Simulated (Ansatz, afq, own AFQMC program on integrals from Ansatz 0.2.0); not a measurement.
**HO, doublet: AFQMC among the cluster methods**

```csv
atom,x (Å),y (Å),z (Å)
O,0.0000,0.0000,0.0000
H,0.0000,0.0000,0.9731
```

Basis cc-pVDZ. Only valence electrons are correlated. AFQMC by an in-house program on the Cholesky factors that Ansatz 0.2.0 writes for its CCSD(T) run. The CISD trial takes its coefficients from CCSD amplitudes. Released means that phaseless walkers are propagated on without the constraint, phases kept. Free projection: walkers drawn from exp(T), propagated without any constraint. Its projection time is finite, and what remains of the start isn't in its error. Error bars are statistical, one sigma.

Determinant: UHF, the one that the program's search chose, which needn't be the lowest solution. The geometry is a PBE0/def2-TZVP stationary point of this or a neighbouring charge and spin state.

Full CI is exact in this basis; its frozen core comes from its own orbitals, which moves totals by up to a few meV.

Cautions: the released energies move by 1.5 errors or more from one time to the next, so no released level is given (meV from the phaseless value at times in 1/Eh: -6 ± 4 at 0.24, -10 ± 3 at 0.50, 0.7 ± 2.5 at 1.00, -5 ± 4 at 1.50), though the last usable value meets full CI within the noise; full CI with its own frozen core.

* T1 diagnostic: 0.0058
* weight of the determinant in the CISD state: 0.957
* ⟨S²⟩ of the determinant: 0.755
* size of the correlated space: 7 electrons in 18 orbitals

Reference: full CI, correlation energy -4.517 eV. CCSDTQ lies 0.7 meV below full CI, in part by the other frozen core, which shifts every row alike, so rows that close can't be ranked against it.

| level | E − E(reference) (meV) | share of correlation (%) |
| --- | --- | --- |
| HF | 4516.9 | 0.00 |
| MP2 | 459.9 | 89.82 |
| CCSD | 59.0 | 98.69 |
| CCSD(T) | 11.7 | 99.74 |
| CCSDT | 6.4 | 99.86 |
| CCSDT(Q) | -0.4 | 100.01 |
| CCSDTQ | -0.7 | 100.01 |
| ph-AFQMC/HF | 37.8 ± 23.8 | 99.16 |
| ph-AFQMC/CISD | 2.9 ± 2.8 | 99.94 |
| free AFQMC | -8.6 ± 7.6 | 100.19 |

CCSDT and higher add their correlation energy to the determinant of the CCSD(T) run, since their own runs factorise the integrals more tightly (a shift of under 2 meV). Free projections are given only where their last times agree within the noise and don't stop above the reference; a slow remainder of the start can still hide under it. A walk keeps the symmetry of its determinant, which the program's search chose and which needn't be the lowest solution, so a lower state of the same spin and another symmetry isn't excluded.
